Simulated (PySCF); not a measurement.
Species: C2H4B (charge -1).
Numbering: `[BH3-:1][C:2]#[CH:3]` (hydrogens: H4, H5, H6 on B1; H7 on C3)

Closed-shell single points with PySCF (density fitting; grid level 2 and gas phase unless stated) on one GFN2-xTB geometry.

Question: Rank these settings by the HOMO–LUMO gap, lowest first.
A. mPW1PW91/ANO-RCC-VDZP, fitting basis def2-universal-jkfit
B. PBE0/pcJ-1, IEF-PCM chloroform
C. PBE0/pcSseg-1, damping 0.2 at the start, DIIS from the seventh cycle
D. CAM-B3LYP/MINI
E. KT3/ANO-RCC-VDZP
F. HCTH407/aug-cc-pVDZ, IEF-PCM water

Answer: E (4.25 eV), F (5.34 eV), A (6.14 eV), C (8.00 eV), B (8.67 eV), D (12.17 eV).

Question: Rank these settings by the HOMO energy, lowest first.
A. CAM-B3LYP/MINI
B. KT3/ANO-RCC-VDZP
C. HCTH407/aug-cc-pVDZ, IEF-PCM water
D. PBE0/pcSseg-1, damping 0.2 at the start, DIIS from the seventh cycle
E. mPW1PW91/ANO-RCC-VDZP, fitting basis def2-universal-jkfit

Answer: C (-5.60 eV), A (-4.60 eV), D (-1.69 eV), E (-1.50 eV), B (-0.27 eV).

All figures of these runs:

```
                                                            settings  basis functions  SCF cycles     E (Eh)  HOMO (eV)  LUMO (eV)
                                                    KT3/ANO-RCC-VDZP               62          13  -105.2251      -0.27       3.98
PBE0/pcSseg-1, damping 0.2 at the start, DIIS from the seventh cycle               71          16  -103.2802      -1.69       6.31
                                  HCTH407/aug-cc-pVDZ, IEF-PCM water              105          13  -103.5448      -5.60      -0.26
                                                      CAM-B3LYP/MINI               19          10  -102.5276      -4.60       7.57
                                      PBE0/pcJ-1, IEF-PCM chloroform              121          12  -103.3727      -5.65       3.02
           mPW1PW91/ANO-RCC-VDZP, fitting basis def2-universal-jkfit               62           9  -103.4273      -1.50       4.64
```

Cycle counts include a coarse-grid stage where the run had one. KT3 was designed for NMR shieldings or shifts; total energies of different functionals aren't comparable. ANO-RCC sets were contracted for a scalar-relativistic Hamiltonian, but ran non-relativistically here. Geometry: GFN2-xTB; no vibrations or thermal averaging.
